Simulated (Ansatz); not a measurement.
```yaml
crystal:
  periodic: [false, false, false]
  atoms:
    - {symbol: N, position_ang: [-0.875906, 0.741126, 1.961547]}
    - {symbol: C, position_ang: [-0.337143, 0.027763, 0.836358]}
    - {symbol: C, position_ang: [-0.125407, -1.328817, 0.173441]}
    - {symbol: O, position_ang: [0.698606, -1.215953, -0.990802]}
    - {symbol: C, position_ang: [0.683382, 0.395132, -1.081418]}
    - {symbol: N, position_ang: [0.020795, 1.008137, 0.070902]}
    - {symbol: H, position_ang: [-1.152915, -0.042930, 2.436012]}
    - {symbol: H, position_ang: [-1.206093, -1.071617, -0.405128]}
    - {symbol: H, position_ang: [0.127404, -1.977090, 0.362874]}
    - {symbol: H, position_ang: [1.411827, 0.736758, -1.452952]}
    - {symbol: H, position_ang: [0.017006, 0.894477, -1.989164]}
    - {symbol: H, position_ang: [0.435372, 1.936786, 0.196297]}
basis:
  gaussian: {orbitals: def2-SVPD}
hamiltonian: {xc: {name: PBE0-DH}}
relax: {f_tol: 0.0001, max_steps: 1}
output: {forces: true}
```

```sh
$ ansatz run in.yaml --threads 4 --pin off --events-out ev --progress --plain --max-ram 10444MiB
```

Shortened log:

```
Functional definition: PBE0-DH
1860 factors; integrals over basis functions are off by at most 2.8e-4 eV
mean field evaluation 1: about -8197.6950 eV, gradient 5.1e1 eV
mean field evaluation 2: about -8197.7863 eV, gradient 5.1e1 eV
mean field evaluation 4: about -8203.0879 eV, gradient 1.3e1 eV
mean field evaluation 8: about -8203.4956 eV, gradient 3.8e-1 eV
mean field evaluation 16: about -8203.4959 eV, gradient 8.3e-5 eV
mean field -8203.49592726 eV, -301.4729147977 hartree, gradient 4.0e-6 eV, S^2 0.000000; 0 other end points of the search recorded, 0 dependent functions left out
6 core orbitals not correlated: weight in the atoms' cores, before any rotation towards them, 1.000 or more for the frozen orbitals, at most 0.000 for the correlated occupied ones
reference -8203.49595349 eV, -301.4729157615 hartree; 17, 17 occupied and 148, 148 virtual orbitals, 1860 factors
second order -33.51287726 eV of doubles, -0.00000000 eV of singles
relax step   1: F+E_penalty+E_count = -8207.68503692 eV  Δ(F+E_penalty+E_count) = +0.000e0 eV  max|allowed force component| = 4.071e1 eV/Å  Δτ_max = 0.0000 Å  (47 SCF iters, accepted)
Error: geometry relaxation did not converge after 1 steps: max|allowed force component| = 4.07e1 eV/Å (threshold 1.0e-4). Raise `relax.max_steps` over both its present limit and 1, loosen `relax.f_tol`, or start from a geometry closer to equilibrium. Where this run's directory can be resumed (`checkpoint.write`), a resume goes on for up to `relax.max_steps` more
```

**Question.** What is wrong with this run?

**Answer.** The relaxation is allowed too few steps for its threshold. The run did not converge.
